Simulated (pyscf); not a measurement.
# Four-centre exchange: H₃Si–S–SiH₃ (SMILES [SiH3]S[SiH3]) + H₂ (SMILES [H][H]) → SiH₄ (SMILES [SiH4]) + H₃Si–SH (SMILES [SiH3]S)

Gas phase, singlet surface, charge 0. Bonds broken: Si1–S2, H10–H11. Bonds formed: Si1–H10, S2–H11. Optimised with ωB97X-D3(BJ)/def2-SVP in PySCF.

Transition state (Å):

```xyz
11

Si    -2.4592     0.8896    -0.6945
S     -0.7477    -0.9888    -0.7519
Si     0.8642     0.3396    -1.1386
H     -3.0266     2.1530    -0.1081
H     -3.5521    -0.1070    -0.7448
H     -1.8828     1.3663    -1.9817
H      2.1620    -0.2356    -0.6926
H      0.9429     0.6862    -2.5852
H      0.5983     1.6048    -0.3757
H     -1.8190     0.7442     0.9085
H     -1.3355     0.0238     0.5284
```

One imaginary mode, 1304i cm⁻¹; descent along it reached the two sides named.

| bond | change | reactant side (Å) | saddle | product side |
|---|---|---|---|---|
| Si1–S2 | breaks | 2.145 | 2.542 | 3.5 |
| H10–H11 | breaks | 0.761 | 0.947 | 3.2 |
| Si1–H10 | forms | 3.8 | 1.732 | 1.490 |
| S2–H11 | forms | 3.0 | 1.735 | 1.348 |

Electronic energies relative to the separated reactants (kcal/mol):

| level | barrier | reaction energy | reverse barrier |
|---|---|---|---|
| ωB97X-D3(BJ)/def2-TZVP | 57.7 | +12.9 | 44.8 |
| PBE/def2-TZVP | 48.3 | +9.2 | 39.1 |
| r²SCAN/def2-TZVP | 51.7 | +10.6 | 41.1 |
| B3LYP-D3(BJ)/def2-TZVP | 54.5 | +9.6 | 44.9 |
| PBE0-D3(BJ)/def2-TZVP | 51.2 | +10.5 | 40.7 |
| M06-2X/def2-TZVP | 57.1 | +11.2 | 45.9 |
| ωB97M-D3(BJ)/def2-TZVP | 55.7 | +9.0 | 46.7 |
| HF/def2-TZVP | 72.9 | +3.7 | 69.2 |

With ωB97M-D3(BJ)/def2-TZVP energies and thermal terms (ideal gas, 1 atm, RRHO with modes under 100 cm⁻¹ raised to 100, one conformer, R ln 2 for chiral ones without a mode under 150 cm⁻¹), in kcal/mol:

```csv
T (K),ΔH‡,ΔG‡,ΔH,ΔG
298,56.0,64.2,+10.0,+8.4
600,55.1,72.9,+8.8,+7.2
900,55.0,81.9,+7.9,+6.6
1200,55.2,90.9,+7.4,+6.3
```

This is the saddle that the search found; another between the same sides may lie lower.
